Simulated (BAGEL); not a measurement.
# SiH2O (oxosilane) at PBE0/def2-TZVPP (density fitting with qzvpp-jkfit)

What is the energy change on altering one bond length of SiH2O (oxosilane) at PBE0/def2-TZVPP (density fitting with qzvpp-jkfit)? 

Program for the calculation: BAGEL 1.2.2.

19 further runs of the same task are left out: 19 set aside as unsound or not needed.

### 1 The molecule

The species is SiH2O (4 atoms), meant as a singlet with charge 0. SMILES: `O=[SiH2]`. The coordinates come from a PBE0-D4/def2-TZVP relaxation.

Bond lengths: O1–Si2 1.516 Å, Si2–H3 1.485 Å, Si2–H4 1.486 Å. Angles: O1–Si2–H3 124.0°, O1–Si2–H4 124.0°, H3–Si2–H4 111.9°.

### 2 A single-point energy at PBE0/def2-TZVPP (density fitting with qzvpp-jkfit)

The input, input.json:

```json
{ "bagel" : [

{
  "title" : "molecule",
  "basis" : "tzvpp",
  "df_basis" : "qzvpp-jkfit",
  "angstrom" : true,
  "geometry" : [
    { "atom" : "O", "xyz" : [   -0.283200,    0.413500,    1.469500 ] },
    { "atom" : "Si", "xyz" : [   -0.006700,    0.009800,    0.034900 ] },
    { "atom" : "H", "xyz" : [    0.439900,   -1.346000,   -0.376200 ] },
    { "atom" : "H", "xyz" : [   -0.150000,    0.922700,   -1.128300 ] }
  ]
},
{ "title" : "ks", "xc_func" : "pbe0" },
{ "title" : "print", "file" : "orbitals.molden", "orbitals" : true }

]}
```

The run is started by

```bash
$ BAGEL_NUM_THREADS=1 BAGEL input.json > input.out
```

What it wrote:

```text
* using 1 threads per process

  ===============================================================
  ===============================================================

  *** Geometry ***

  { "atom" : "O", "xyz" : [     -0.535170,      0.781402,      2.776953 ] },
  { "atom" : "Si", "xyz" : [     -0.012661,      0.018519,      0.065951 ] },
  { "atom" : "H", "xyz" : [      0.831291,     -2.543571,     -0.710915 ] },
  { "atom" : "H", "xyz" : [     -0.283459,      1.743650,     -2.132178 ] },

  Number of auxiliary basis functions:      241

  Since a DF basis is specified, we compute 2- and 3-index integrals:
    o Being stored without compression. Storage requirement is 0.020 GB

  Number of basis functions:      101
  Number of electrons      :       24

    * METHOD: MOLECULE                             0.08

  *** Kohn-Sham DFT ***

    * Removing 5034 points whose weight is below 1.00e-10
    * Grid points: 54590

  === Nuclear Repulsion ===
    52.4847899944

       - DIIS with orbital gradients will be used.

  === KS iteration (pbe0 / tzvpp) ===
      0       -294.62497241          0.23781990           0.16
      1       -268.00519622          0.17579161           0.16
      2       -291.09318558          0.27534821           0.16
      3       -334.22782238          0.23679140           0.16
      4       -348.87252869          0.18886198           0.16
      5       -351.50927630          0.17873544           0.16
      6       -352.40614327          0.17392128           0.16
      7       -349.02539181          0.19433381           0.16
      8       -365.11439632          0.04217009           0.16
      9       -365.71546343          0.00675997           0.16
     10       -365.73623946          0.00251241           0.16
     11       -365.73677286          0.00210816           0.16
     12       -365.73818473          0.00011335           0.16
     13       -365.73818995          0.00002918           0.16
     14       -365.73819027          0.00000568           0.17
     15       -365.73819028          0.00000292           0.16
     16       -365.73819028          0.00000009           0.16
     17       -365.73819028          0.00000003           0.16
     18       -365.73819028          0.00000001           0.16
     19       -365.73819028          0.00000000           0.16
    * SCF iteration converged.

    * Permanent dipole moment:
           (   -0.264622,     0.386363,     1.372764) a.u.

    * METHOD: KS                                   3.46

    * METHOD: PRINT                                0.03

  ===============================================================
```

Run time: 3.9 s. Hardware: 1 thread of Arm Neoverse V1, shared host; peak memory 0.27 GiB.

### 3 The distorted shape at the same level

The input, input.json:

```json
{ "bagel" : [

{
  "title" : "molecule",
  "basis" : "tzvpp",
  "df_basis" : "qzvpp-jkfit",
  "angstrom" : "true",
  "geometry" : [
    { "atom" : "O", "xyz" : [   -0.168565,   -0.316790,    2.400022 ] },
    { "atom" : "Si", "xyz" : [    0.107935,   -0.720490,    0.965422 ] },
    { "atom" : "H", "xyz" : [    0.554535,   -2.076290,    0.554322 ] },
    { "atom" : "H", "xyz" : [   -0.150000,    0.922700,   -1.128300 ] }
  ]
},
{ "title" : "ks", "xc_func" : "pbe0", "charge" : 0 },
{ "title" : "print", "file" : "orbitals.molden", "orbitals" : "true" }

]}
```

The run is started by

```bash
$ BAGEL_NUM_THREADS=1 BAGEL input.json > input.out
```

What it wrote:

```text
* using 1 threads per process

  ===============================================================
  ===============================================================

  *** Geometry ***

  { "atom" : "O", "xyz" : [     -0.318542,     -0.598646,      4.535384 ] },
  { "atom" : "Si", "xyz" : [      0.203968,     -1.361529,      1.824383 ] },
  { "atom" : "H", "xyz" : [      1.047919,     -3.923619,      1.047517 ] },
  { "atom" : "H", "xyz" : [     -0.283459,      1.743650,     -2.132178 ] },

  Number of auxiliary basis functions:      241

  Since a DF basis is specified, we compute 2- and 3-index integrals:
    o Being stored without compression. Storage requirement is 0.020 GB

  Number of basis functions:      101
  Number of electrons      :       24

    * METHOD: MOLECULE                             0.08

  *** Kohn-Sham DFT ***

    * Removing 4337 points whose weight is below 1.00e-10
    * Grid points: 55287

  === Nuclear Repulsion ===
    49.7390741175

       - DIIS with orbital gradients will be used.

  === KS iteration (pbe0 / tzvpp) ===
      0       -293.09274520          0.24755555           0.16
      1       -268.84856875          0.16935233           0.16
      2       -289.86018995          0.26667769           0.16
      3       -333.13347052          0.23117862           0.16
      4       -347.90361871          0.18406540           0.16
      5       -351.41686582          0.17247294           0.16
      6       -352.53515804          0.16593141           0.17
      7       -317.34210499          0.25939515           0.16
      8       -364.14452526          0.05690691           0.16
      9       -363.96821697          0.07052927           0.16
     10       -365.46713871          0.01211079           0.16
     11       -365.43896419          0.01544775           0.16
     12       -365.61906379          0.00088945           0.16
     13       -365.61946875          0.00032322           0.16
     14       -365.61954500          0.00005715           0.16
     15       -365.61954461          0.00007074           0.16
     16       -365.61954666          0.00001382           0.17
     17       -365.61954679          0.00000358           0.18
     18       -365.61954679          0.00000313           0.16
     19       -365.61954679          0.00000053           0.17
     20       -365.61954679          0.00000019           0.18
     21       -365.61954679          0.00000008           0.17
     22       -365.61954679          0.00000004           0.17
     23       -365.61954679          0.00000001           0.17
    * SCF iteration converged.

    * Permanent dipole moment:
           (   -0.332860,     0.821002,     0.819262) a.u.

    * METHOD: KS                                   4.18

    * METHOD: PRINT                                0.03

  ===============================================================
```

Run time: 4.5 s. Hardware: 1 thread of Arm Neoverse V1, shared host; peak memory 0.27 GiB.

### 4 What came out

At PBE0/def2-TZVPP (density fitting with qzvpp-jkfit):

| quantity | value |
| --- | --- |
| first shape: total energy | -365.73819 Eh |
| first shape: dipole moment | 3.69 D |
| first shape: HOMO energy | -8.28 eV |
| first shape: LUMO energy | -2.22 eV |
| first shape: HOMO–LUMO gap | 6.07 eV |
| distorted shape: total energy | -365.61955 Eh |
| distorted shape: dipole moment | 3.07 D |
| distorted shape: HOMO energy | -7.66 eV |
| distorted shape: LUMO energy | -3.66 eV |
| distorted shape: HOMO–LUMO gap | 4.01 eV |
| energy change with the Si2–H4 bond stretched from 1.486 to 2.674 Å | 3.228 eV |

What this shows: With the Si2–H4 bond stretched from 1.486 to 2.674 Å the energy rises by 3.23 eV (311 kJ/mol). A restricted reference can't describe the breaking bond well at this length.
